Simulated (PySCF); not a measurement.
## Telling isomers of C$_{4}$H$_{5}$N apart by NMR

[PySCF 2.14.0 with density-fitted response routines: shieldings: GIAO PBE0/pcSseg-1; spin–spin couplings from B3LYP/pcJ-1 (spin–dipole term left out of most H,H and C,H couplings); coordinates at the GFN2-xTB level; non-relativistic Hamiltonian; fast rotation and ring inversion assumed for equivalent nuclei; in vacuum; one computed conformer]

Scale: 1H (σref 31.72) and 13C (σref 186.93) vs TMS (reference shieldings calculated alike). Multiplet labels drop J under 1 Hz and among equivalent protons, and merge close values. Unscaled 3J(H,H) run several per cent high. Shifts are as computed. Against solution values, carbons near 30 ppm lie about +3 ppm off and those near 130 ppm about +5 ppm. Of 1211 compounds with measured shifts, 218 miss one by over three times the rms of a fit or turn the order of signals round; such compounds aren't used in these exercises. OH and NH positions are gas-phase values without hydrogen bonding to other molecules.

(1) Tabulate the signals of `C=CCC#N`, `c1cc[nH]c1`, `C/C=C/C#N` and their relative energies.

(2) What is the quickest way to tell C=CCC#N from c1cc[nH]c1?

(3) What is the quickest way to tell C=CCC#N from C/C=C/C#N?

(4) What is the quickest way to tell c1cc[nH]c1 from C/C=C/C#N?

## Answers

(1) 
```tsv
SMILES	carbon types	δC	δH	E rel. (kcal/mol)
C=CCC#N	1×C 1×CH 2×CH2	137.6, 127.7, 121.1, 24.5	6.10 (ddt, 1H), 5.61 (dt, 1H), 5.60 (dt, 1H), 2.98 (dt, 2H)	23.8
c1cc[nH]c1	4×CH	119.5, 113.6	7.71 (br s, 1H), 6.71 (m, 2H), 6.47 (m, 2H)	0.0
C/C=C/C#N	1×C 2×CH 1×CH3	161.5, 122.2, 107.3, 23.6	6.97 (dq, 1H), 5.44 (dq, 1H), 2.09 (dd, 3H)	17.6
```

Energies are electronic energies at PBE0/pcSseg-1 on these geometries, without zero-point or thermal terms, each for the one conformer computed, which needn't be the lowest.

(2) Count the carbon signals: 4 against 2. The first has a terminal =CH2 carbon at 127.7 ppm, the second an aromatic CH at 113.6 ppm. Their most deshielded carbons lie at 137.6 and 119.5 ppm. In the proton spectra the most deshielded non-exchanging signals are 6.10 (ddt, J = 17.5, 11.3, 8.2 Hz, 1H) and 6.71 (m, 2H).

(3) Both give the same number of carbon signals, but DEPT or the intensities differ. The first has a terminal =CH2 carbon at 127.7 ppm, the second an allylic methyl carbon (CH3) at 23.6 ppm. Their most deshielded carbons lie at 137.6 and 161.5 ppm. In the proton spectra the most deshielded non-exchanging signals are 6.10 (ddt, J = 17.5, 11.3, 8.2 Hz, 1H) and 6.97 (dq, J = 17.2, 7.8 Hz, 1H).

(4) Count the carbon signals: 2 against 4. The first has an aromatic CH next to a ring nitrogen at 119.5 ppm, the second a nitrile carbon (C) at 122.2 ppm. Their most deshielded carbons lie at 119.5 and 161.5 ppm.
